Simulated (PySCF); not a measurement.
# Cl2−: bond curves at several levels of theory

An exercise on one series of results from a longer session: the logs are not shown, and one member is left open.

Program: PySCF 2.14.0. Level of theory: Cl def2-TZVPPD, no relativity. These are calculated values, not measurements.

1 further run of the same task is left out (set aside as unsound or not needed).

The first run:

A driver script around PySCF takes these settings:

| Item | Value |
| --- | --- |
| atoms | Cl, Cl |
| charge | -1 |
| basis | Cl def2-TZVPPD |
| Hamiltonian | no relativity |
| basis functions | 102 |
| electrons treated | 35 |
| masses in u | 34.9689, 34.9689 |
| levels | PBE0, PBE, r²SCAN, BLYP, LDA, B97-3, M06, MN15, LC-ωPBE, HF, MP2, SCS-MP2, CCSD, CCSD(T) |
| grid | 80 radial by 434 angular points |
| occupations | held fixed by the projection of orbital angular momentum |
| dissociation limit | Cl + Cl−, each in its ground configuration |
| starting distance in angstrom | 2.040 |
| values of 2S to try | 1, 3 |

Started as:

```console
> OMP_NUM_THREADS=2 python dia.py task.json out
```

Steps of the session up to this table: Input; First curve: PBE0; PBE (GGA); r²SCAN; BLYP; LDA; B97-3; M06; MN15; LC-ωPBE; UHF (mean field); Correlated methods on the Hartree–Fock reference.

One of the session's tables, all rows but one given; the rest of the session is left out.

Energy (eV) from each level's lowest point:

```
R (Å)    UHF  UHF-MP2  UHF-SCS-MP2  UHF-CCSD  UHF-CCSD(T)
2.265  0.460    0.311        0.343       n/a          n/a
2.371  0.204    0.114        0.132     0.150        0.146
2.476  0.064    0.021        0.028     0.037        0.035
2.555  0.015    0.000        0.000     0.003        0.002
2.634      ?        ?            ?         ?            ?
2.713  0.010    0.039        0.027     0.020        0.020
2.818  0.052    0.101        0.084     0.071        0.071
2.950  0.131    0.199        0.176     0.157        0.156
3.108  0.244    0.328        0.300     0.274        0.272
3.319  0.401    0.495        0.463       n/a          n/a
```

**Question.** Estimate the row for R (Å) = 2.634.

Worked estimate for «UHF». A straight line through the neighbours (2.555, 0.015) and (2.713, 0.010) gives 0.015 + (0.010 − 0.015) × (2.634 − 2.555) / (2.713 − 2.555) = 0.013; a parabola fitted to 4 rows on both sides gives 0.000.

The run gave: UHF: 0.000; UHF-MP2: 0.009; UHF-SCS-MP2: 0.003; UHF-CCSD: 0.000; UHF-CCSD(T): 0.000. In «UHF» the line misses by +0.013 and the parabola by 0.000.
